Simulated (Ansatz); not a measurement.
Working through an active-space calculation of AlFH₂O, SMILES [OH][AlH][F]

Program: Ansatz 0.2.0 through its Python package.

At the Python prompt:
```pycon
>>> from dataclasses import dataclass
>>> import ansatz as az
>>> @dataclass(frozen=True)
... class RunConfig:
...     basis: str = "6-31G*"
...
>>> settings = RunConfig()
>>> molecule = (
...     az.Crystal.molecule()
...     .atom("O", (-1.02172, 0.32581, -0.32727))
...     .atom("Al", (0.47297, -0.13911, 0.1441))
...     .atom("F", (0.77878, -1.5669, 0.91206))
...     .atom("H", (-1.87114, 0.62867, -0.61433))
...     .atom("H", (1.6411, 0.75153, -0.11456))
... )
>>> calculation = (
...     molecule.calculation()
...     .basis(gaussian=settings.basis)
...     .correlation(active_electrons=4, active_orbitals=4)  # correlation on top of the mean field
... )
>>> for method in ["sc_nevpt2"]:
...     data = (calculation if method is None else calculation.correlation(method)).run(threads=1).report
...     space = data["configurations"]
...     state = space["states"][0]
...     print(method or "casscf", f"total {data['free_energy_ev'] / 27.211386246:.6f} Ha, active-space state {state['energy']['hartree']:.6f} Ha, mean field {data['reference_energy_ev'] / 27.211386246:.6f} Ha")
...     print("  determinants", state["n_determinants"], " natural occupations", [round(n, 3) for n in space["natural_occupations"]])
...
RunWarning: the results are in doubt because another end's mean lies 0.363 eV lower, and its corrected mean 0.217 eV higher
sc_nevpt2 total -417.889047 Ha, active-space state -417.514601 Ha, mean field -417.482477 Ha
  determinants 36  natural occupations [1.984, 1.982, 0.018, 0.016]
>>> print("effectively unpaired electrons, sum of min(n, 2 - n):", round(sum(min(n, 2 - n) for n in space["natural_occupations"]), 3))
effectively unpaired electrons, sum of min(n, 2 - n): 0.069
```

Reading the output:
- Total energies depend on the basis set; only differences at equal settings carry meaning.
- Warnings are shown shortened and without file and line.
- The geometry is a force-field or estimated start, not a minimum of this method, and the basis set is short of its limit. The active space starts as a window about the frontier orbitals and is then optimised, not chosen by chemistry.
- A lower CASSCF solution was found and passed over, so the printed active-space state isn't the lowest.
- Wall time of the script: 10 s on 1 thread of Arm Neoverse V1, with other jobs on the host, peak memory 0.16 GiB.

(Lines on the test bed's own set-up are left out of the output.)
